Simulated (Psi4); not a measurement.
**MP3/cc-pVTZ run of C2F2 (SMILES FC#CF)**

What is the vertical singlet–triplet gap of C2F2 at MP3/cc-pVTZ? 

The calculation is run with Psi4 1.11.

2 further runs of the same task are left out: 2 set aside as unsound or not needed.

### Step 1. Starting point

C2F2 has 4 atoms, charge 0, and is taken as a singlet. As SMILES, `FC#CF`. Geometry: relaxed at PBE0-D4/def2-TZVP.

Bond lengths: F1–C2 1.277 Å, C2–C3 1.184 Å, C3–F4 1.277 Å. Angles: F1–C2–C3 180.0°, C2–C3–F4 180.0°.

### Step 2. A single-point energy at MP3/cc-pVTZ

c2f2.dat

```
memory 1600 mb

molecule {
  0 1
  F     -0.136400     0.128000     1.852800
  C     -0.033700     0.030200     0.583200
  C      0.061400    -0.060400    -0.593400
  F      0.164100    -0.158200    -1.863000
  symmetry c1
}

set {
  puream true
  e_convergence 1e-09
  d_convergence 1e-08
  scf_type pk
  num_frozen_docc 4
  mp_type conv
}

e_tot = energy('mp3/cc-pVTZ')
print_variables()
```

Launch:

```
$ psi4 -n 1 c2f2.dat c2f2.out
```

c2f2.out:

```text
[...]
  Running in c1 symmetry.
[...]
  Nuclear repulsion =   95.510996951943397
[...]
  Multiplicity = 1
[...]
  Nalpha       = 15
  Nbeta        = 15
[...]
    Number of basis functions: 120
[...]
   @RHF iter   1:  -274.53835314832020   -5.98266e-01   2.47981e-03 DIIS/ADIIS
[...]
   @RHF iter  10:  -274.56793909440603   -1.36424e-12   1.34539e-09 DIIS
[...]
    Orbital Energies [Eh]
    ---------------------
    Doubly Occupied:
       1A    -26.383577     2A    -26.383574     3A    -11.345385
       4A    -11.341256     5A     -1.706268     6A     -1.704353
       7A     -1.072809     8A     -0.876326     9A     -0.833870
      10A     -0.770768    11A     -0.770768    12A     -0.751395
      13A     -0.751395    14A     -0.423944    15A     -0.423944
[...]
  @RHF Final Energy:  -274.56793909440603
   => Energetics <=
    Nuclear Repulsion Energy =             95.5109969519433974
    One-Electron Energy =                -569.0786074656246001
    Two-Electron Energy =                 198.9996714192751597
    Total Energy =                       -274.5679390944060287
[...]
 Multipole Moments:
 ------------------------------------------------------------------------------------
     Multipole            Electronic (a.u.)      Nuclear  (a.u.)        Total (a.u.)
 ------------------------------------------------------------------------------------
 L = 1.  Multiply by 2.5417464519 to convert [e a0] to [Debye]
 Dipole X            :          0.0000000            0.0000000            0.0000000
 Dipole Y            :         -0.0000000           -0.0000000           -0.0000000
 Dipole Z            :          0.0000000           -0.0000000            0.0000000
 Magnitude           :                                                    0.0000000
[...]
	SCS-MP2 Total Energy (a.u.)        :  -275.33555070859944
	SOS-MP2 Total Energy (a.u.)        :  -275.32467472514361
[...]
	SOS-PI-MP2 Total Energy (a.u.)     :  -275.38288515827725
[...]
	MP2 Total Energy (a.u.)            :  -275.35730267551099
[...]
	SCS-MP3 Total Energy (a.u.)        :  -275.33486332089740
[...]
	MP3 Total Energy (a.u.)            :  -275.35455312470282
[...]
```

Run time: 27 s. Hardware: 1 thread of Intel Xeon Platinum 8488C (Sapphire Rapids), shared host; peak memory 1.5 GiB.

### Step 3. The triplet at the same level

c2f2.xyz

```xyz
4
C2F2
F     -0.136400     0.128000     1.852800
C     -0.033700     0.030200     0.583200
C      0.061400    -0.060400    -0.593400
F      0.164100    -0.158200    -1.863000
```

job.py

```python
import psi4

psi4.set_memory('1600 MB')
psi4.set_num_threads(1)
psi4.set_output_file('c2f2.out', False)

with open('c2f2.xyz') as f:
    atoms = ''.join(f.readlines()[2:])
mol = psi4.geometry('0 3\n' + atoms + 'symmetry c1')

psi4.set_options({
    'basis': 'cc-pVTZ',
    'reference': 'uhf',
    'puream': True,
    'e_convergence': 1e-09,
    'd_convergence': 1e-08,
    'scf_type': 'pk',
    'num_frozen_docc': 4,
    'maxiter': 200,
    'mp_type': 'conv',
})

result, w = psi4.energy('mp3', return_wfn=True)
print(f'total energy {result:.8f} hartree = {result * 27.211386:.5f} eV')
```

Launch:

```
$ python job.py
```

c2f2.out:

```text
[...]
  Running in c1 symmetry.
[...]
  Nuclear repulsion =   95.510996951943397
[...]
  Multiplicity = 3
[...]
  Nalpha       = 16
  Nbeta        = 14
[...]
    Number of basis functions: 120
[...]
   @UHF iter   1:  -274.26929695819496   -3.29209e-01   2.31565e-03 ADIIS/DIIS
[...]
   @UHF iter  12:  -274.31229409334736   -2.77964e-11   7.97150e-09 DIIS
[...]
   @S^2 Observed:                2.014704396E+00
[...]
    Orbital Energies [Eh]
    ---------------------
    Alpha Occupied:
       1A    -26.370532     2A    -26.370532     3A    -11.399358
       4A    -11.395253     5A     -1.725329     6A     -1.723204
       7A     -1.181305     8A     -0.908952     9A     -0.864324
      10A     -0.789634    11A     -0.773320    12A     -0.754596
      13A     -0.745419    14A     -0.519281    15A     -0.478706
      16A     -0.153556
    Alpha Virtual:
      17A      0.162525    18A      0.167874    19A      0.197830
      20A      0.356582    21A      0.363718    22A      0.382997
      23A      0.481921    24A      0.485136    25A      0.497044
[...]
  @UHF Final Energy:  -274.31229409334736
   => Energetics <=
    Nuclear Repulsion Energy =             95.5109969519433974
    One-Electron Energy =                -568.6334892850105689
    Two-Electron Energy =                 198.8101982397197958
    Total Energy =                       -274.3122940933473615
  UHF NO Occupations:
  HONO-2 :   14  A 1.9950999
  HONO-1 :   15  A 1.0000000
[...]
 Multipole Moments:
 ------------------------------------------------------------------------------------
     Multipole            Electronic (a.u.)      Nuclear  (a.u.)        Total (a.u.)
 ------------------------------------------------------------------------------------
 L = 1.  Multiply by 2.5417464519 to convert [e a0] to [Debye]
 Dipole X            :          0.0000000            0.0000000            0.0000000
 Dipole Y            :         -0.0000000           -0.0000000           -0.0000000
 Dipole Z            :          0.0000000           -0.0000000            0.0000000
 Magnitude           :                                                    0.0000000
[...]
	SCS-MP2 Total Energy (a.u.)        :  -275.06970293729404
	SOS-MP2 Total Energy (a.u.)        :  -275.05393403733086
[...]
	SOS-PI-MP2 Total Energy (a.u.)     :  -275.11098326379113
[...]
	MP2 Total Energy (a.u.)            :  -275.10124073722022
[...]
	SCS-MP3 Total Energy (a.u.)        :  -275.06825420413611
[...]
	MP3 Total Energy (a.u.)            :  -275.09544580458856
[...]
```

The script printed:

```text
total energy -275.09544580 hartree = -7485.72836 eV
```

Wall time 61 s (1 thread of Intel Xeon Platinum 8488C (Sapphire Rapids), shared host); peak memory 1.5 GiB.

### Step 4. What came out

Level: MP3/cc-pVTZ, 4 core orbitals frozen.

```
                                                           quantity          value
                                              singlet: total energy  -275.35455 Eh
                       singlet: HOMO energy (Hartree–Fock orbitals)      -11.54 eV
                       singlet: LUMO energy (Hartree–Fock orbitals)        5.53 eV
                     singlet: HOMO–LUMO gap (Hartree–Fock orbitals)       17.07 eV
               singlet: correlation energy (4 core orbitals frozen)     -786.6 mEh
                                              triplet: total energy  -275.09545 Eh
triplet: HOMO energy (Hartree–Fock orbitals) (highest over α and β)       -4.18 eV
 triplet: LUMO energy (Hartree–Fock orbitals) (lowest over α and β)       -0.41 eV
               triplet: correlation energy (4 core orbitals frozen)     -783.2 mEh
                         triplet: ⟨S²⟩ of the reference determinant          2.015
                   vertical energy of the triplet above the singlet       7.051 eV
```

At this shape the triplet lies 7.05 eV (680 kJ/mol) above the singlet.
